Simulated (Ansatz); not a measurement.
Cost and result up the ladder for Mg3H4 (7 atoms). Total charge 0; singlet. Geometry: r2SCAN-D4/def2-TZVP.

```xyz
7

Mg   -0.4173    1.6547    0.0710
Mg   -0.4431   -1.5990    0.0842
Mg    1.7758   -0.2452   -0.3191
H     0.5886   -1.4654   -1.4098
H    -1.2132    3.1731    0.2089
H    -1.3424   -0.0539    0.2481
H     1.0517   -1.4642    1.1167
```

Ansatz on 4 threads of Arm Neoverse V2 on a shared host. Times are rough, and most runs start from the orbitals of an earlier one. No level here is sound enough to serve as a yardstick. Binding counts from free atoms at the same level (Mg singlet, H doublet; other spins of the atoms weren't run), without zero-point energy or a counterpoise term.

HSE06 is defined as in plane-wave codes, on full-range PBE exchange. Correlated methods freeze 3 core orbitals; core or outer-core shells of Mg are correlated, in sets that lack core-valence functions. Another isomer (singlet) lies 0.37 eV lower at PBE0-D4/def2-TZVP; other spin states weren't run for this one.

Correlated methods converge slowly with the basis.

```tsv
level	functions	wall time
LDA (SPW92)/def2-TZVP	120	0.5 s
PBE-D4/def2-TZVP (with forces)	120	0.85 s
PBE0-D4/def2-TZVP	120	0.9 s
HSE06-D4/def2-TZVP	120	1.1 s
r2SCAN-D4/def2-TZVP	120	1.6 s
CCSD(T)/def2-TZVPP	152	30 s
```

**Question.** Estimate what each level gives for the binding energy per atom (eV).

**Answer.** 
| level | binding energy per atom (eV) | remarks |
| --- | --- | --- |
| LDA (SPW92)/def2-TZVP | 1.64 | restricted SCF unstable in HF |
| PBE-D4/def2-TZVP (with forces) | 1.46 | restricted SCF unstable in HF |
| PBE0-D4/def2-TZVP | 1.45 | restricted SCF unstable in HF |
| HSE06-D4/def2-TZVP | 1.45 | restricted SCF unstable in HF |
| r2SCAN-D4/def2-TZVP | 1.54 | restricted SCF unstable in HF |
| CCSD(T)/def2-TZVPP | 1.42 | restricted SCF unstable |
